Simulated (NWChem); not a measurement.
**Total energies of hydrogen chloride (HCl)**

```
Cl
H 1 1.2897
```
Charge 0, spin multiplicity 1.

Program: NWChem. The geometry was optimised at B3LYP/def2-SVP, a minimum by its harmonic frequencies.

Basis set: cc-pVTZ (48 functions).

| method | total energy (Ha) |
|---|---|
| RHF | -460.10654 |
| MP2 | -460.30929 |
| B2PLYP | -460.69434 |
| PBE | -460.63362 |
| B3LYP | -460.84302 |
| r2SCAN | -460.79198 |
| CCSD(T) | -460.33713 |

Total energies of different functionals aren't comparable as a measure of quality: only differences taken within one method are. 

The correlated methods keep 5 core orbitals frozen. B3LYP has NWChem's definition, with VWN1-RPA local correlation. Coupled-cluster values serve here as a point of comparison, not as the truth.
